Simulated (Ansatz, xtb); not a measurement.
# Two isomers of C5H11N

We compare X, `C[C@@H]1CC[C@H]1N`, a singlet, with Y, `C[C@H]1C[C@@H](N)C1`, a singlet. Both are isolated molecules in the gas phase, relaxed with B3LYP/def2-SVP; each stands in its lowest conformer found.

X (Å):

```xyz
17

C    -1.2290    0.3965    1.4206
C    -0.3928    0.4818    0.1541
C    -0.7215   -0.4188   -1.0663
C     0.7992   -0.5629   -1.3262
C     1.0514   -0.1227    0.1346
N     2.2377    0.6543    0.4090
H    -1.3162   -0.6467    1.7697
H    -2.2509    0.7812    1.2644
H    -0.7771    0.9851    2.2377
H    -0.3236    1.5336   -0.1815
H    -1.1749   -1.3729   -0.7504
H    -1.3421    0.0106   -1.8678
H     1.1649    0.2028   -2.0308
H     1.1915   -1.5411   -1.6439
H     1.0700   -1.0136    0.7887
H     2.2130    1.5414   -0.0958
H     2.3111    0.8816    1.4010
```

Y (Å):

```yaml
atoms:
  - { symbol: C, position_ang: [1.4357, 1.3192, 0.7685] }
  - { symbol: C, position_ang: [-0.0509, 1.2794, 0.4490] }
  - { symbol: C, position_ang: [-0.5847, 0.2270, -0.5599] }
  - { symbol: C, position_ang: [-1.8443, 0.0576, 0.3477] }
  - { symbol: C, position_ang: [-1.0388, 0.7027, 1.4997] }
  - { symbol: N, position_ang: [-2.4619, -1.2230, 0.6075] }
  - { symbol: H, position_ang: [1.6528, 2.0257, 1.5874] }
  - { symbol: H, position_ang: [2.0282, 1.6337, -0.1072] }
  - { symbol: H, position_ang: [1.8023, 0.3261, 1.0796] }
  - { symbol: H, position_ang: [-0.3885, 2.2846, 0.1419] }
  - { symbol: H, position_ang: [-0.7274, 0.5307, -1.6101] }
  - { symbol: H, position_ang: [0.0302, -0.6903, -0.5390] }
  - { symbol: H, position_ang: [-2.6340, 0.7520, 0.0125] }
  - { symbol: H, position_ang: [-2.9611, -1.5634, -0.2149] }
  - { symbol: H, position_ang: [-1.7541, -1.9247, 0.8295] }
  - { symbol: H, position_ang: [-0.5531, -0.0760, 2.1137] }
  - { symbol: H, position_ang: [-1.5632, 1.3979, 2.1741] }
```

Question: Which of the two would you expect CCSD(T)/def2-SVP + ΔMP2/def2-TZVPP electronic energies to favour?

Answer: CCSD(T)/def2-SVP + ΔMP2/def2-TZVPP gives E(Y) − E(X) = +0.38 kcal/mol, slightly favouring structure X, which is too small a margin to settle the true order.

The same difference at several levels:

| level | geometry | E(Y) − E(X) (kcal/mol) | departure from the last row (kcal/mol) | job, with rough time for the two |
| --- | --- | --- | --- | --- |
| GFN2-xTB | GFN2-xTB | +0.01 | −0.37 | optimisation, 0.2 s |
| HF/STO-3G | GFN2-xTB | +0.03 | −0.36 | single point, 0.36 s |
| r2SCAN-D4/def2-SVP | GFN2-xTB | −0.14 | −0.52 | single point, 2.8 s |
| B3LYP/def2-SVP | B3LYP/def2-SVP | +0.28 | −0.10 | optimisation, 41 s |
| HF/def2-SVP | B3LYP/def2-SVP | +0.21 | −0.17 | part of the CCSD(T) run |
| MP2/def2-SVP | B3LYP/def2-SVP | +0.49 | +0.11 | part of the CCSD(T) run |
| CCSD(T)/def2-SVP | B3LYP/def2-SVP | +0.43 | +0.05 | single point |
| CCSD(T)/def2-SVP + ΔMP2/def2-TZVPP | B3LYP/def2-SVP | +0.38 |  | single point, 40 s |

As drawn, both hold the same kinds of bond in the same numbers.

The largest departure from CCSD(T)/def2-SVP + ΔMP2/def2-TZVPP is that of r2SCAN-D4/def2-SVP, 0.52 kcal/mol. The last row adds to CCSD(T) the change of the MP2 difference between the two basis sets, here −0.05 kcal/mol.

With thermal terms from frequencies at re-optimised GFN2-xTB minima (ideal gas, soft modes damped towards free rotors, one conformer each, 298.15 K, 1 atm): the zero-point term adds +0.02 kcal/mol; ΔH is +0.36 and ΔG +0.45 kcal/mol.

The correlated steps freeze 6 core orbitals. Run with Ansatz 0.2.0, xtb 6.7.1; the last row on 2 threads of Intel(R) Xeon(R) 6975P-C (Granite Rapids) on a shared host.
